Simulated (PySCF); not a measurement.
**`InChI=1S/C5H8O/c1-3-4-5-6-2/h3-5H,1H2,2H3/b5-4+`**

Molfile (atoms numbered from 1):
```
C5H8O
     RDKit          3D

 14 13  0  0  0  0  0  0  0  0999 V2000
   -1.9972    0.6703   -2.1460 C   0  0  0  0  0  0  0  0  0  0  0  0
   -1.6664    0.3920   -0.8760 C   0  0  0  0  0  0  0  0  0  0  0  0
   -0.3236    0.1129   -0.4075 C   0  0  0  0  0  0  0  0  0  0  0  0
   -0.0641   -0.1585    0.8878 C   0  0  0  0  0  0  0  0  0  0  0  0
    1.1148   -0.4315    1.4558 O   0  0  0  0  0  0  0  0  0  0  0  0
    2.2502   -0.4477    0.6339 C   0  0  0  0  0  0  0  0  0  0  0  0
   -3.0304    0.8723   -2.4360 H   0  0  0  0  0  0  0  0  0  0  0  0
   -1.2412    0.7042   -2.9367 H   0  0  0  0  0  0  0  0  0  0  0  0
   -2.4594    0.3693   -0.1175 H   0  0  0  0  0  0  0  0  0  0  0  0
    0.4816    0.1298   -1.1474 H   0  0  0  0  0  0  0  0  0  0  0  0
   -0.8657   -0.1769    1.6334 H   0  0  0  0  0  0  0  0  0  0  0  0
    3.1067   -0.6877    1.2762 H   0  0  0  0  0  0  0  0  0  0  0  0
    2.1635   -1.2127   -0.1578 H   0  0  0  0  0  0  0  0  0  0  0  0
    2.4167    0.5345    0.1573 H   0  0  0  0  0  0  0  0  0  0  0  0
  1  2  2  0
  2  3  1  0
  3  4  2  0
  4  5  1  0
  5  6  1  0
  1  7  1  0
  1  8  1  0
  2  9  1  0
  3 10  1  0
  4 11  1  0
  6 12  1  0
  6 13  1  0
  6 14  1  0
M  END
```

Computed with quadratic response CAM-B3LYP/def2-TZVPD first hyperpolarisability, Taylor convention, gas phase in PySCF. Geometry: PBE0-D3(BJ)/def2-SVP.

Problem. What is the first hyperpolarisability, and how does it disperse?

Solution. In 10⁻³⁰ esu, Taylor convention; the vector part is βᵢ = ⅓ Σⱼ (βᵢⱼⱼ + βⱼᵢⱼ + βⱼⱼᵢ); β∥ is 3/5 of the vector part along the dipole, the dipole points from − to +:
| process | λ (nm) | β vector norm | β∥ | β HRS | depolarisation ratio |
| --- | --- | --- | --- | --- | --- |
| static β(0;0,0) | ∞ | 4.19 | 1.52 | 1.67 | 5.70 |
| second harmonic β(−2ω;ω,ω) | 1907 | 4.52 | 1.64 | 1.81 | 5.68 |
| Pockels β(−ω;ω,0) | 1907 | 4.30 | 1.56 | – | – |
| second harmonic β(−2ω;ω,ω) | 1064 | 5.40 | 1.97 | 2.16 | 5.61 |
| Pockels β(−ω;ω,0) | 1064 | 4.54 | 1.65 | – | – |

Problem. Which lowest excitations, dipole and polarisabilities go with it?

Solution. S1 5.55 eV (f = 0.724); S2 5.60 eV (f = 0.002); S3 5.80 eV (f = 0.000); dipole 1.20 D; isotropic α 75.6 au static, 76.0 au at 1907 nm, 76.8 au at 1064 nm, 77.1 au at 953.5 nm, 81.1 au at 532 nm.
